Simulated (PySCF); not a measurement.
## Zinc-blende AlP, band gap

Reference value: 2.54 eV (measured, zero-point renormalisation of 0.02 eV added back (the table's ZPR column); as tabulated in Chen et al. (2018), doi:10.1103/physrevmaterials.2.073803).

### Question
Which of these levels comes closest to the reference?
A. G0W0@PBE (PySCF)
B. PBE (PySCF)
C. Hartree–Fock (PySCF)

### Answer
A, G0W0@PBE (PySCF)

| level (code) | value (eV) | error (eV) |
|---|---|---|
| PBE (PySCF) | 1.59 ± 0.03 | -0.95 |
| Hartree–Fock (PySCF) | 8.06 ± 0.2 | +5.52 |
| G0W0@PBE (PySCF) | 2.53 ± 0.07 | -0.01 |

The best agreement in this table is that of G0W0@PBE (-0.01 eV). Farthest off: Hartree–Fock (+5.52 eV). Of these only G0W0@PBE lands within 0.2 eV.

Density-functional values are differences of (generalised) Kohn–Sham levels of a static lattice; semilocal ones lie below quasiparticle gaps as a rule. Measured values hold zero-point and thermal shifts unless a correction is named.  A ± on a computed value is a rough bar: the spread of its extrapolation, a floor set from checks against published values, or a statistical error. Values are at the measured cell.

Differences are worked out from the printed values.
